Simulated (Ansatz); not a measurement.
System: rock-salt SnTe (cubic form, which distorts at low temperature). Method: PBEsol (Ansatz, a quantum-chemistry and plane-wave program, plane waves, PAW).

Settings: plane-wave cutoff 520 eV, 20×20×20 k mesh, perturbation theory, scalar-relativistic PAW data made under PBE.

The cell has the measured lattice: a = b = c = 6.3160 Å, α = β = γ = 90.00°.

### Question
Give the computed TO(Γ) frequency.

### Answer

* **TO(Γ) frequency**: 21 cm⁻¹

Note: symmetry holds this phase in the static calculation, where it need not be a minimum; the cell isn't this level's own, so it is under some stress, which shifts stiffness and frequencies.

Spin–orbit coupling is not included.

It cost around 29 core-minutes (rough) of CPU time.
